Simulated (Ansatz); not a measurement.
The input, for Ansatz 0.2.0:

```yaml
crystal:
  periodic: [false, false, false]
  atoms:
    - {symbol: Si, position_ang: [-0.029136, 0.091097, 1.686343]}
    - {symbol: Ge, position_ang: [0.012867, -0.015562, -0.633584]}
    - {symbol: H, position_ang: [0.234107, -1.409018, 1.752329]}
    - {symbol: H, position_ang: [-0.326649, -1.233564, -1.525626]}
    - {symbol: H, position_ang: [-0.022892, 1.225734, -1.554392]}
basis:
  gaussian: {orbitals: cc-pVDZ}
total_charge: 1
magnetization: {spin_polarized: true, initial_magnetization: 0}
hamiltonian: {xc: {name: wB97M-V}}
output: {forces: true, orbitals: {seedname: orbitals}}
```

```sh
$ ansatz run in.yaml --threads 1 --pin off --events-out ev --progress --plain --max-ram 2393MiB
```

Problem. Roughly how long does this take on 1 thread of Arm Neoverse V1, shared host, and how much host memory?

Solution. 23 s wall and 0.28 GiB.

```
  # Of w^i u^j: cxij and so on, Table III.
  gx(w, u) = 1 - cx + cx01*u + cx10*w
  gss(w, u) = css00 + css04*u^4 + css10*w + css20*w^2 + css43*w^4*u^3
  gos(w, u) = cos00 + cos10*w + (cos20 + cos21*u)*w^2 + (cos60 + cos61*u)*w^6
      + integral(e_c_pw_mod_opposite_spin*gos(b97_w_opposite, b97_u_opposite)) + vv10(b, c)
641 factors; integrals over basis functions are off by at most 1.3e-3 eV
203 factors; integrals over basis functions are off by at most 9.1e-6 eV
mean field evaluation 1: about -64428.9450 eV, gradient 5.7e0 eV
mean field evaluation 2: about -64429.2039 eV, gradient 1.3e0 eV
mean field evaluation 4: about -64429.2380 eV, gradient 4.0e-1 eV
mean field evaluation 8: about -64429.2422 eV, gradient 3.8e-2 eV
mean field evaluation 16: about -64429.2424 eV, gradient 1.6e-4 eV
mean field -64429.24240526 eV, -2367.7309866841 hartree, gradient 1.2e-5 eV, S^2 0.000000; 1 other end points of the search recorded, 0 dependent functions left out
the calculation of the forces begins
reference -64429.24244334 eV, -2367.7309880837 hartree; 24, 24 occupied and 36, 36 virtual orbitals, 641 factors
Total energy: -64429.24244334 eV, -2367.7309880837 hartree
Atom 0 at    -0.029136     0.091097     1.686343 Å, force    -0.371318     0.000705     2.187976 eV/Å
Atom 1 at     0.012867    -0.015562    -0.633584 Å, force    -0.114568    -0.103852    -2.465508 eV/Å
Atom 2 at     0.234107    -1.409018     1.752329 Å, force     0.346035     0.108122    -0.048723 eV/Å
Atom 3 at    -0.326649    -1.233564    -1.525626 Å, force    -0.139177     0.098709     0.178595 eV/Å
Atom 4 at    -0.022892     1.225734    -1.554392 Å, force     0.279027    -0.103683     0.147660 eV/Å
Dipole moment:     0.074561    -0.030111     0.133767 e Å
```

Forces (eV/Å):
```
Si  -0.371  0.001  2.188
Ge  -0.115 -0.104 -2.466
H    0.346  0.108 -0.049
H   -0.139  0.099  0.179
H    0.279 -0.104  0.148
```
